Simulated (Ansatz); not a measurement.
CCl2, SMILES Cl[C]Cl, a short molecular-dynamics run

Program: Ansatz 0.2.0 through its Python package.

`md_ccl2.py`:
```python
"""Molecular dynamics of one CCl2 molecule."""

import ansatz as az
import numpy as np


def main() -> None:
    ccl2 = (
        az.Crystal.molecule()
        .atom("Cl", (1.28063, -0.44979, 0.65552))
        .atom("C", (-0.16923, -0.42757, -0.1387))
        .atom("Cl", (-1.1114, 0.87736, -0.51682))
    )

    job = (
        ccl2.calculation()
        .basis(gaussian="6-31G*")  # atom-centred Gaussian functions
        .functional("pbe0")
    )
    symbols = [site.symbol for site in ccl2.cartesian_sites]
    start = np.array([site.position_ang for site in ccl2.cartesian_sites], dtype=float)
    report = job.relax(force_tolerance=0.02).run().report
    end = np.array(report["positions_ang"])
    minimum = az.Crystal.molecule()
    for symbol, place in zip(symbols, end):
        minimum = minimum.atom(symbol, place.tolist())

    # dynamics from the relaxed geometry
    job = (
        minimum.calculation()
        .basis(gaussian="6-31G*")
        .functional("pbe0")
        .md("nve", timestep=0.5, steps=20, temperature=500, initial_velocities="maxwell_boltzmann", seed=98)
    )
    frames = []
    outcome = job.session().plan().execute(on_event=lambda e: frames.append(e["data"]) if e["event"] == "md_step" else None)
    print("t (fs)   E_pot (eV)      E_kin (eV)   T (K)   d(0-1) (A)")
    for f in frames[::3]:
        xyz = np.array(f["positions_ang"])
        print(f"{f['time_fs']:6.2f} {f['lagrangian_ev']:14.5f} {f['e_kin_ev']:10.5f} {f['temperature_k']:8.1f} {np.linalg.norm(xyz[0] - xyz[1]):9.4f}")
    kept = np.array([f["conserved_ev"] for f in frames])
    print(f"conserved energy moves by at most {1000 * np.ptp(kept):.3f} meV")


if __name__ == "__main__":
    main()
```

```console
$ python md_ccl2.py
t (fs)   E_pot (eV)      E_kin (eV)   T (K)   d(0-1) (A)
  0.00   -26068.64390    0.06463    500.0    1.7312
  1.50   -26068.64131    0.06203    479.9    1.7315
  3.00   -26068.63393    0.05466    422.9    1.7317
  4.50   -26068.62280    0.04355    336.9    1.7319
  6.00   -26068.60994    0.03071    237.6    1.7318
  7.50   -26068.59799    0.01878    145.3    1.7314
  9.00   -26068.58960    0.01040     80.4    1.7306
conserved energy moves by at most 0.075 meV
```

Total energies depend on the basis set; only differences at equal settings carry meaning. The trajectory is only some femtoseconds long, so its temperature is not equilibrated; where the script doesn't relax first, it starts from a rough generated geometry. The temperature counts the internal degrees of freedom alone. Timing: 29 s on 1 thread of Arm Neoverse V2, on a shared host, peak memory 0.18 GiB.
